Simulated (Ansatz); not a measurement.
## Zinc-blende HgSe

Calculation: HSE06 (plane waves, PAW; Ansatz, a quantum-chemistry and plane-wave program).

Run with plane-wave cutoff 500 eV, 8×8×8 k mesh, Fermi–Dirac smearing 0.05 eV, scalar-relativistic PAW data made under PBE.

Cell (relaxed at this level):

```xyz
2
Lattice="0.0000 3.0897 3.0897 3.0897 0.0000 3.0897 3.0897 3.0897 0.0000" Properties=species:S:1:pos:R:3 pbc="T T T"
Hg     0.0000     0.0000     0.0000
Se     4.6345     4.6345     4.6345
```

```
Item      Value
--------  -----
band gap   none
```

Note: exact exchange on metals is sensitive to the k mesh and can open a false gap; the run warned that the count of filled bands differs between k points.

Spin–orbit coupling is not included; it can shift volumes and moduli of such heavy elements.

The computed numbers hold no vibrational or temperature effects.

Computing time: roughly 16 core-minutes.
